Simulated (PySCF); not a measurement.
Assigning NMR signals

Atom-mapped SMILES (the numbers label the heavy atoms): `[CH3:1][CH:2]([CH3:3])[Cl:4]`. Each H is labelled by its parent atom.

Theoretical values (PySCF 2.14): B97-2/pcSseg-2 with gauge-including orbitals, geometry from PBE0-D3(BJ)/def2-TZVP. In vacuum, one computed conformer, fast rotation and ring inversion assumed for equivalent nuclei, relativity neglected.

References, each an isolated molecule treated in the same way: ¹³C (185.38 ppm), ¹H (31.64 ppm) against TMS.

Question: Assign these signals to the numbered atoms. ¹³C{¹H} NMR (computed): δ 61.0, 29.6.

Answer: 
| δ (ppm) | atoms | environment | reason |
| --- | --- | --- | --- |
| 61.0 | C2 | sp3 CH bonded to Cl | deshielded by the electronegative neighbour |
| 29.6 | C1/C3 | methyl carbon | a saturated carbon with 1 carbon neighbour and no heteroatom attached |

Question: Assign these signals to the numbered atoms. ¹H NMR (600 MHz, computed): δ 4.16 (sept, 1H), 1.42 (d, 6H).

Answer: 
```tsv
δ (ppm)	atoms	environment	reason
4.16	H(C2)	hydrogen on an sp3 CH bonded to Cl	its carbon carries Cl, which withdraws density
1.42	H(C1)/H(C3)	hydrogen on a methyl carbon	–
```

Carbons that carry Cl, above all several Cl atoms, come out too deshielded, partly because spin–orbit coupling is missing. Shifts are as computed. Against solution values, carbons near 30 ppm lie about +3 ppm off and those near 130 ppm about +7 ppm; carbons on Cl a further +5 ppm. Of 1211 compounds with measured shifts, 218 miss one by over three times the rms of a fit or turn the order of signals round; such compounds aren't used in these exercises. Multiplicities follow the n + 1 count of equivalent neighbours, as no J values were calculated; m marks all less simple cases, F and P coupling included.
